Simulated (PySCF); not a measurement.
Isomers of [C4H5O]- (charge -1). Computed with PBE0-D3(BJ)/def2-SVP geometry optimisation, gas phase (PySCF 2.14.0). Energies are electronic, without zero-point or thermal terms, for one conformer each. No frequencies were run at this level. Point groups hold within 0.08 Å.

Problem. Order them by energy at this level, lowest first, and give relative energies in kcal/mol.
A. `[CH2:1]=[CH:2]/[CH:3]=[CH:4]\[O-:5]` (charge -1) with C1–C2–C3–C4 180°
B. `[CH2:1]=[CH:2][C:3](=[CH2:4])[O-:5]` (charge -1) with C1–C2–C3–C4 180°

Solution. A (0.0), B (10.8).

```
      SMILES      E (Eh)  E rel (kcal/mol)  dipole about centre of mass (D)  point group      A, B, C (MHz)
C=C/C=C\[O-]  -230.21029               0.0                             1.33           Cs  19679, 2748, 2411
C=CC(=C)[O-]  -230.19304              10.8                             3.15           Cs  10291, 4383, 3074
```

Problem. How do the relative energies change in single points at PBE0/pcSseg-1 (no added dispersion term) on the same geometries?

Solution. 
```tsv
SMILES	PBE0-D3(BJ)/def2-SVP (kcal/mol)	PBE0/pcSseg-1 (kcal/mol)	shift
C=C/C=C\[O-]	0.0	0.0	0.0
C=CC(=C)[O-]	10.8	9.6	-1.2
```

Each column counts from its own lowest isomer. The order is unchanged; the largest shift is 1.2 kcal/mol.
